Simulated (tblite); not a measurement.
# FH6N2: the cost of one run

Computed with tblite 0.8.0 and PySCF 2.14.0; each step states its level. No surroundings beyond the atoms listed, unless a continuum is named. Atoms count from 0, parts from 1.

## Step 1: Starting point

9 atoms, charge -1, multiplicity 1; geometry: rigid parts in contact. Parts: 1 = atom 0, `[F-]`, charge -1; 2 = atoms 1–4, `N`, charge 0; 3 = atoms 5–8, `N`, charge 0.

## Step 2: Docking the parts with GFN2-xTB

What the job is given:

```
{"job": {"kind": "dock", "xc": "GFN2-xTB", "basis": "xTB"}, "charge": -1, "multiplicity": 1, "parts": [{"atoms": "0-0", "charge": -1, "multiplicity": 1}, {"atoms": "1-4", "charge": 0, "multiplicity": 1}, {"atoms": "5-8", "charge": 0, "multiplicity": 1}]}
F     -0.498527    -0.038589     0.166959
N     -2.691630    -1.477804     0.634511
H     -3.216515    -1.233864    -0.202905
H     -3.107634    -0.935046     1.386879
H     -1.753970    -1.010129     0.478952
N     -3.970571     1.280972     2.400822
H     -4.228949     1.612130     1.474842
H     -2.952280     1.304180     2.420765
H     -4.222103     0.294233     2.425456
```

Method: GFN2-xTB search for minima from random contacts, gas phase.

On the command line:

```
$ OMP_NUM_THREADS=1 python cluster_run.py task.json out
```

This one command runs all jobs of the session in turn.

**Question.** How long does this first job take on 1 thread of Arm Neoverse N1, shared host?

About 6.2 s.
